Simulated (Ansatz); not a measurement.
System: hcp Hf. Method: PBE+SOC (plane waves, PAW; Ansatz, a program for electronic structure).

Run with plane-wave cutoff 520 eV, 18×18×12 k mesh (along the axes of the cell as run), Fermi–Dirac smearing 0.05 eV, PAW data made under PBE.

Computed points:

```csv
V (Å³/atom),E − E_lowest (meV/atom)
21.575,12.75
22.024,3.09
22.474,0.00
22.923,2.92
23.372,11.34
```

Task: What bulk modulus B0 and pressure derivative B′ does a third-order Birch–Murnaghan fit give?

Result: V0 = 22.474 Å³/atom, B0 = 107 GPa, B′ = 3.4 (fit to the energies at full precision).

Shape and atoms are relaxed at each volume.

Measured, for comparison: bulk modulus 110 GPa (zero-point energy and finite temperature contributions removed; as tabulated in doi:10.1021/acs.jctc.3c00612). Computed (rounded) less measured: bulk modulus -3 %.

Note: the bulk modulus comes from volumes at which shape and atoms were relaxed.

Static lattice: no zero-point or thermal effects.

The result took roughly 40 core-minutes.
